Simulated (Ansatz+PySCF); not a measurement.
A calculation with PySCF 2.14.0.

```python
from pyscf import gto, scf

mol = gto.M(atom="""
C 0.000000 0.000000 -0.467360
O 0.000000 0.000000 0.718870
H 0.000000 -0.948090 -0.982290
H -0.821070 0.474050 -0.982290
H 0.821070 0.474050 -0.982290
""", basis='def2-svp', charge=-1, spin=0)
mf = scf.UHF(mol)
mf.init_guess = 'minao'
mf.kernel()
while True:  # follow internal instabilities
    mo, _, stable, _ = mf.stability(return_status=True)
    if stable: break
    mf.kernel(mf.make_rdm1(mo, mf.mo_occ))
print(mf.converged, mf.e_tot, mf.spin_square()[0])
```

The script is written out from the run's settings.

Output:

```
Converged                       : yes
Total energy                    : -114.27330 hartree
Spin squared of the determinant : 0.000
```

Caution: no diffuse functions for an anion.
